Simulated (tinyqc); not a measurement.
MP2 on RHF in the sto-3g basis, frozen core, for HF, spin multiplicity 1, step by step. One step of it, computed by the program tinyqc.

Question. Iteration 1: building the Fock matrix. J_ij = sum D_kl (ij|kl), K_ij = sum D_kl (ik|jl); F = H + J - 0.5 K; E = tr D H + tr D J / 2 - 0.25 tr D K + E_nn.

D at the start, lower triangle:
```
            1F 1s      1F 2s    1F 2px    1F 2py     1F 2pz     2H 1s
1F 1s    2.127942
1F 2s   -0.555186   2.407075
1F 2px   0.000000   0.000000  2.000000
1F 2py   0.000000   0.000000  0.000000  2.000000
1F 2pz  -0.041273   0.249510  0.000000  0.000000   2.209882
2H 1s    0.085697  -0.372467  0.000000  0.000000  -0.375115  0.109485
```

core Hamiltonian H = T + V (hartree), lower triangle:
```
             1F 1s       1F 2s     1F 2px     1F 2py     1F 2pz      2H 1s
1F 1s   -40.603971
1F 2s    -9.527455  -11.077550
1F 2px    0.000000    0.000000  -8.735319
1F 2py    0.000000    0.000000   0.000000  -8.735319
1F 2pz   -0.015156   -0.181055   0.000000   0.000000  -8.853344
2H 1s    -2.010355   -4.116790   0.000000   0.000000  -2.657817  -5.452866
```

Two-electron integrals (ij|kl) in chemists' order, unique and non-zero (hartree):
```
(11|11) 5.403501   (21|11) 0.841920   (21|21) 0.156299   (22|11) 1.268028
(22|21) 0.292344   (22|22) 0.926167   (31|31) 0.027998   (32|31) 0.043169
(32|32) 0.204588   (33|11) 1.264502   (33|21) 0.292403   (33|22) 0.925959
(33|33) 0.997514   (41|41) 0.027998   (42|41) 0.043169   (42|42) 0.204588
(43|43) 0.053770   (44|11) 1.264502   (44|21) 0.292403   (44|22) 0.925959
(44|33) 0.889973   (44|44) 0.997514   (51|51) 0.027998   (52|51) 0.043169
(52|52) 0.204588   (53|53) 0.053770   (54|54) 0.053770   (55|11) 1.264502
(55|21) 0.292403   (55|22) 0.925959   (55|33) 0.889973   (55|44) 0.889973
(55|55) 0.997514   (61|11) 0.179309   (61|21) 0.032980   (61|22) 0.061207
(61|33) 0.061117   (61|44) 0.061117   (61|51) 0.001342   (61|52) 0.002503
(61|55) 0.061395   (61|61) 0.007030   (62|11) 0.426024   (62|21) 0.099419
(62|22) 0.348192   (62|33) 0.343302   (62|44) 0.343302   (62|51) 0.006717
(62|52) 0.051092   (62|55) 0.357643   (62|61) 0.021239   (62|62) 0.157199
(63|31) 0.010742   (63|32) 0.062379   (63|53) 0.010915   (63|63) 0.024057
(64|41) 0.010742   (64|42) 0.062379   (64|54) 0.010915   (64|64) 0.024057
(65|11) 0.277475   (65|21) 0.065625   (65|22) 0.246177   (65|33) 0.235432
(65|44) 0.235432   (65|51) 0.014651   (65|52) 0.097013   (65|55) 0.267390
(65|61) 0.014647   (65|62) 0.136192   (65|65) 0.141248   (66|11) 0.553308
(66|21) 0.131246   (66|22) 0.527743   (66|33) 0.509158   (66|44) 0.509158
(66|51) 0.011904   (66|52) 0.124894   (66|55) 0.564290   (66|61) 0.028259
(66|62) 0.295823   (66|65) 0.297680   (66|66) 0.774606
```

nuclear repulsion = 5.21071652 hartree

Give: Coulomb J; exchange K; Fock matrix F; total energy of this density.

Answer.

Coulomb J (hartree), lower triangle:
```
         1F 1s  1F 2s  1F 2px  1F 2py  1F 2pz  2H 1s
1F 1s   21.034
1F 2s    4.034  9.977
1F 2px   0.000  0.000   9.971
1F 2py   0.000  0.000   0.000   9.971
1F 2pz   0.005  0.002   0.000   0.000   9.965
2H 1s    0.851  3.640   0.000   0.000   2.518  5.293
```

exchange K (hartree), lower triangle:
```
         1F 1s  1F 2s  1F 2px  1F 2py  1F 2pz  2H 1s
1F 1s   11.120
1F 2s    1.951  3.244
1F 2px   0.000  0.000   2.675
1F 2py   0.000  0.000   0.000   2.675
1F 2pz   0.002  0.008   0.000   0.000   2.669
2H 1s    0.432  1.047   0.000   0.000   0.539  0.491
```

Fock matrix F (hartree), lower triangle:
```
          1F 1s   1F 2s  1F 2px  1F 2py  1F 2pz   2H 1s
1F 1s   -25.130
1F 2s    -6.469  -2.722
1F 2px    0.000   0.000  -0.102
1F 2py    0.000   0.000   0.000  -0.102
1F 2pz   -0.011  -0.183   0.000   0.000  -0.223
2H 1s    -1.375  -1.001   0.000   0.000  -0.409  -0.405
```

total energy of this density = -97.80457 hartree
